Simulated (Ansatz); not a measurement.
**BeBH (triplet): wave-function methods side by side, def2-TZVPP**

One table from this session's results is given with a row withheld; the runs are named, their logs left out.

Program: Ansatz 0.2.0, Gaussian basis. Level of theory: def2-TZVPP, core rule «outside noble gas», up to 2 orbitals frozen. These are calculated values, not measurements.

To be run: UHF; ROHF; CCSD(T) on UHF.

2 further runs of the same task are left out: 2 set aside as unsound or not needed.

## The geometry

The geometry is a PBE0/def2-TZVP stationary point (not a proven minimum).

3 atoms, charge 0, spin multiplicity 3.

Atoms are counted from 1 here; the program's logs count them from 0.

Bond lengths: B1–Be2 1.813 Å, B1–H3 1.189 Å. Angles: Be2–B1–H3 180.0°.

The first run:

Input file in.yaml:

```yaml
crystal:
  periodic: [false, false, false]
  atoms:
    - {symbol: B, position_ang: [0.000000, 0.000000, 0.207806]}
    - {symbol: Be, position_ang: [0.000000, 0.000000, -1.605007]}
    - {symbol: H, position_ang: [0.000000, 0.000000, 1.397201]}
basis:
  gaussian: {orbitals: def2-TZVPP}
magnetization: {spin_polarized: true, initial_magnetization: 2}
hamiltonian: {xc: hf}
output: {orbitals: {seedname: orbitals}}
```

Started as:

```bash
> ansatz run in.yaml --threads 1 --pin off --events-out ev --progress --plain --max-ram 4096MiB --backend cpu
```

Among the steps run: UHF; ROHF; CCSD(T) on UHF.

One table of the session follows, with a row left open; its other results are not shown here.

```
  method  from UCCSD(T) (kcal/mol)
    ROHF                    +74.83
     UHF                    +72.88
    UMP2                    +16.63
   UCCSD                         ?
UCCSD(T)                         0
```

Q: Estimate the row for UCCSD from the others.

As computed: from UCCSD(T) (kcal/mol): +2.14. In the column «from UCCSD(T) (kcal/mol)» it lies between UCCSD(T) (0) and UMP2 (+16.63).
